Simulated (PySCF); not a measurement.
## Frontier orbitals and the lowest excitations

Compound: CF4.
Structure used (PBE0-D3(BJ)/def2-TZVP), in Å, numbered top down from 1:
```xyz
5
CF4 angstrom
F      0.4796    0.8945   -0.8461
C      0.0094   -0.0095   -0.0106
F     -0.0983    0.5177    1.1926
F     -1.1761   -0.4129   -0.4210
F      0.8325   -1.0381    0.0322
```

Level of theory: PySCF 2.14.0, density-fitted response routines, TDDFT CAM-B3LYP/aug-cc-pVTZ, vertical, gas phase, core orbitals frozen in the response. Geometry: PBE0-D3(BJ)/def2-TZVP; no solvent, vibrations or thermal averaging.

Kohn–Sham orbitals with the atoms that hold most of them (Löwdin shares over 4%, at most four atoms; ? is withheld):

```json
{"orbital": "HOMO-3", "ε (eV)": "-15.49", "atoms": "F3 24%, F1 24%, F4 23%, F5 22%"}
{"orbital": "HOMO-2", "ε (eV)": "-14.29", "atoms": "F1 34%, F3 31%, F4 20%, C2 10%"}
{"orbital": "HOMO-1", "ε (eV)": "-14.29", "atoms": "F5 30%, F1 26%, F3 20%, F4 14%"}
{"orbital": "HOMO", "ε (eV)": "-14.29", "atoms": "F4 34%, F5 33%, F3 16%, C2 10%"}
{"orbital": "LUMO", "ε (eV)": "?", "atoms": "?"}
{"orbital": "LUMO+1", "ε (eV)": "1.49", "atoms": "C2 80%, F1 6%, F4 5%, F5 4%"}
{"orbital": "LUMO+2", "ε (eV)": "1.49", "atoms": "C2 80%, F4 6%, F3 5%, F5 5%"}
```

**Question.** Which atoms hold the LUMO, and with what shares?

**Answer.** C2 (bonded to 4 F) 72%; F1 (bonded to C) 7%; F3 (bonded to C) 7%; F4 (bonded to C) 7%. By element: carbon 72%, fluorine 21% or more.

**Question.** What is the LUMO energy, and the HOMO–LUMO gap?

**Answer.** ε(LUMO) = 0.83 eV; the gap is 15.12 eV (0.5557 hartree).

Within 0.005 eV of a neighbour in this list lie HOMO-2/HOMO-1/HOMO and LUMO+1/LUMO+2 (point group found: Td); within a degenerate set the shares of single atoms can hang on how the components are chosen.

**Question.** How does S1 compare with the orbital gap of 15.12 eV?

**Answer.** S1 is at 11.84 eV (f = 0.0000), 3.28 eV below the gap, made of HOMO-2/HOMO-1/HOMO→LUMO (≥91%). S1/S2/S3 lie within about 0.01 eV of each other. Without the coupling terms of the response equations the lowest excitation would equal the gap.

Next come S2 at 11.84 eV (f 0.0000), HOMO-2/HOMO-1/HOMO→LUMO (≥90%); S3 at 11.84 eV (f 0.0000), HOMO-2/HOMO-1/HOMO→LUMO (≥90%); S4 at 12.83 eV (f 0.079), HOMO-3→LUMO (31%), HOMO-2/HOMO-1/HOMO→LUMO+3 (≥22%), HOMO-2/HOMO-1/HOMO→LUMO+1/LUMO+2 (≥8%); S5 at 12.83 eV (f 0.079), HOMO-2/HOMO-1/HOMO→LUMO+1/LUMO+2 (≥28%), HOMO-4→LUMO (27%).

Orbitals of the list HOMO-3 to LUMO+2 that lie within 0.01 eV of each other are written together with a slash and their weights summed (≥ marks a lower bound); for degenerate orbitals outside that list single weights are arbitrary.

Löwdin shares depend on the basis, the more so with diffuse functions.

Without π bonds the low states are Rydberg-like; a valence basis with one diffuse set may place them up to an eV too high.
